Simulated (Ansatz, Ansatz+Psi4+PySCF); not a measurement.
```yaml
atoms:
  - { symbol: B, position_ang: [0.0000, 0.0000, -0.2087] }
  - { symbol: H, position_ang: [0.0000, 0.0000, 1.0436] }
```

Basis set: cc-pVTZ (spherical functions). Correlated methods keep 1 orbital frozen. Charge 0, multiplicity 1.

Computed with Ansatz (development build ahead of 0.2.0); each method stands on the lowest determinant of its kind that the runs found. Restricted open shells among the atoms or ions are ROHF, correlated in semicanonical orbitals with singles.

Q: Give the atomization energy at this shape (free ground-state atoms in the same class of orbitals less the molecule, no zero-point energy) of singlet BH by RHF-MP2, RHF.

A:

| method | atomization energy |
| --- | --- |
| RHF-MP2 | 3.46 eV |
| RHF | 2.77 eV |
